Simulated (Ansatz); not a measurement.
For hcp Os, PBE (Ansatz, a program for electronic structure, PAW) gives:

- lattice parameter a: 2.754 Å
- lattice parameter c: 4.346 Å

What does HSE06 in Ansatz (plane waves, PAW) give for the same quantities?


- lattice constant a: 2.721 Å (shrinks by 1.2 %)
- lattice parameter c: 4.302 Å (shrinks by 1.0 %)

For comparison: lattice constant a 2.734 Å (measured, 293 K, not corrected to a static lattice, sources range from 2.734 to 2.740; as tabulated in Wikipedia's data pages); lattice parameter c 4.320 Å (measured, 293 K, not corrected to a static lattice; as tabulated in Wikipedia's data pages).

Changes are worked out from the printed values.

Unless a cell is named, each level is at its own relaxed cell (PBE 14.28, HSE06 13.80 Å³/atom).

Levels without +SOC leave out spin–orbit coupling, which shifts energies and cells of such heavy elements.

Ansatz's density-functional and Hartree–Fock values are scalar-relativistic unless marked +SOC, with PAW data made under PBE.
